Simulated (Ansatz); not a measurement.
hcp Lu, treated with PBEsol (Ansatz, a quantum-chemistry and plane-wave program, plane waves, PAW).

Settings: plane-wave cutoff 500 eV, 24×24×14 k mesh (along the axes of the cell as run), Fermi–Dirac smearing 0.1 eV, scalar-relativistic PAW data made under PBE.

Computed at the level's own relaxed cell.

### Question
What does this level give for the volume per atom, equilibrium lattice constant a and lattice parameter c?

### Answer

* **volume per atom**: 27.56 Å³/atom
* **equilibrium lattice constant a**: 3.443 Å
* **lattice parameter c**: 5.369 Å

Measured, for comparison: equilibrium volume per atom 29.52 Å³/atom (room temperature, not corrected to a static lattice; as tabulated in Söderlind et al. (2014), doi:10.1088/0953-8984/26/41/416001); lattice constant a 3.505 Å (293 K, not corrected to a static lattice; as tabulated in Wikipedia's data pages); lattice parameter c 5.549 Å (293 K, not corrected to a static lattice, our sources range from 5.549 to 5.563; as tabulated in Wikipedia's data pages). Computed (rounded) less measured: equilibrium volume per atom -6.6 %, lattice constant a -1.8 %, lattice parameter c -3.2 % (-3.2 % to -3.5 % over the range). A static lattice is as a rule a little smaller and stiffer than an uncorrected measurement, which narrows the difference in the lattice constant a and would widen misses of the other sign.

Spin–orbit coupling is not included.

Computed values are for the static lattice.

Cost on a shared machine: roughly 4 core-minutes.
